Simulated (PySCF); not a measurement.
**Removing an electron from 1-fluoro-1,2,2-trichloroethane**

Species: 1-fluoro-1,2,2-trichloroethane, C₂H₂Cl₃F.
SMILES with atom numbers: `[F:1][C@H:2]([Cl:3])[CH:4]([Cl:5])[Cl:6]` (hydrogens: H7 on C2; H8 on C4)

Level: wB97X-D/def2-SVPD (PySCF). Frontier orbitals with their largest atomic shares (Löwdin; up to four atoms above 4 %):

```csv
orbital,ε (eV),main atoms
HOMO−3,-11.66,"Cl5 47 %, Cl3 27 %, Cl6 13 %, C4 7 %"
HOMO−2,-11.44,"Cl3 45 %, Cl6 37 %, C4 5 %, C2 4 %"
HOMO−1,-11.12,"Cl5 29 %, Cl6 22 %, Cl3 21 %, C4 10 %"
HOMO,-10.93,?
LUMO,1.17,"Cl6 42 %, C4 20 %, Cl3 17 %, Cl5 11 %"
LUMO+1,1.36,"Cl5 40 %, C4 18 %, Cl3 18 %, C2 11 %"
LUMO+2,2.18,"Cl3 26 %, Cl6 21 %, Cl5 19 %, C4 13 %"
```

Problem. What vertical ionisation energy does ΔSCF give, and how far is −ε(HOMO) from it?

Solution. ΔSCF: 11.40 eV (1100 kJ/mol; threshold wavelength 109 nm); ⟨S²⟩ of the doublet left behind is 0.755, against 0.75 for a pure doublet. −ε(HOMO) is 10.93 eV, 0.47 eV below it. In exact Kohn–Sham theory the two would be equal; wB97X-D (range-separated hybrid) falls short of its own ΔSCF value by 4 %. Holes in the HOMO−1 and HOMO−2 were tried too where these lie within 1.2 eV of the HOMO; the lowest converged state counts.

Problem. On which atoms does the HOMO lie?

Solution. Cl5 (alkyl chlorine) 38 %, Cl6 (alkyl chlorine) 34 %, Cl3 (chlorine on a fluorinated carbon) 22 %, so no atom holds as much as 40 %. The HOMO−1 lies 0.19 eV lower.

Problem. How many of the 10 lowest singlet excitations (vertical TDDFT, same level) lie below the ionisation energy?

Solution. All 10; they run from 7.16 to 8.67 eV.

Problem. What kinetic energy would electrons from this vertical process carry with Lyman-α light (10.199 eV)?

Solution. The photon is 1.20 eV short of the vertical value.

Problem. Shift the occupied levels rigidly so that −ε(HOMO) equals the ΔSCF value. What binding energies result?

Solution. The shift is +0.47 eV: HOMO 11.40, HOMO−1 11.59, HOMO−2 11.91, HOMO−3 12.13 eV. A rigid shift is only a rough guide to the deeper ionisations.

Isolated species at its PBE0-D3(BJ)/def2-SVP geometry (one conformer only).

Conformer computed: `[F:1][C@H:2]([Cl:3])[CH:4]([Cl:5])[Cl:6]`: F1–C2–C4–Cl5 -178°.
